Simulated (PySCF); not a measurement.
Molecule: SMILES C#CCC(N)=S, C₄H₅NS.

Geometry (Å), atoms numbered from 1 in this order:
```xyz
11

C     2.1349    0.8896    0.1125
C     1.3123    0.0505   -0.1193
C     0.2778   -0.9259   -0.3806
C    -1.1156   -0.4524   -0.0430
N    -1.2484    0.7986    0.4105
S    -2.4057   -1.4439   -0.2343
H     2.8851    1.5982    0.3021
H     0.2959   -1.2058   -1.4388
H     0.4776   -1.8368    0.1924
H    -2.1668    1.1378    0.6447
H    -0.4417    1.3928    0.5278
```

Frames of a GFN2-xTB Langevin trajectory at 200 K; GIAO PBE0/pcSseg-1 shieldings in PySCF 2.14, gas phase, non-relativistic; equivalent atoms averaged within each frame.

δ = σ(ref) − σ, references computed at the same level: TMS for 13C (186.93 ppm) and 1H (31.72 ppm); 15N (267.73 ppm) against NH3; 33S (503.73 ppm) against CS2. The references are static minima.

How do the shifts (ppm) fluctuate along the trajectory?

Results:


| time (fs) | C4 | C2 | C1 | C3 | N5 | S6 | H11 | H10 | H8/H9 | H7 |
| --- | --- | --- | --- | --- | --- | --- | --- | --- | --- | --- |
| 250 | 198.3 | 84.8 | 83.4 | 35.3 | 165.4 | 316 | 8.68 | 7.67 | 4.20 | 1.08 |
| 425 | 214.8 | 85.3 | 83.1 | 36.5 | 157.2 | 400 | 7.85 | 6.53 | 3.75 | 2.76 |
| 625 | 203.4 | 86.5 | 86.6 | 43.4 | 151.4 | 349 | 6.94 | 5.79 | 3.62 | 1.55 |
| 800 | 208.9 | 83.2 | 84.0 | 41.1 | 148.0 | 371 | 7.25 | 4.87 | 4.35 | 2.41 |
| 1000 | 207.9 | 81.1 | 81.5 | 34.6 | 146.5 | 372 | 5.29 | 5.91 | 3.70 | 0.41 |
| mean of frames | 206.7 | 84.2 | 83.7 | 38.2 | 153.7 | 362 | 7.20 | 6.16 | 3.92 | 1.64 |
| standard deviation | 6.2 | 2.1 | 1.8 | 3.9 | 7.7 | 31 | 1.26 | 1.03 | 0.33 | 0.96 |

5 frames give an uncertainty of the mean of about the standard deviation over 2.2 at best, since frames this close in time may not be independent; classical motion lacks zero-point vibration, and the reference would need the same averaging.
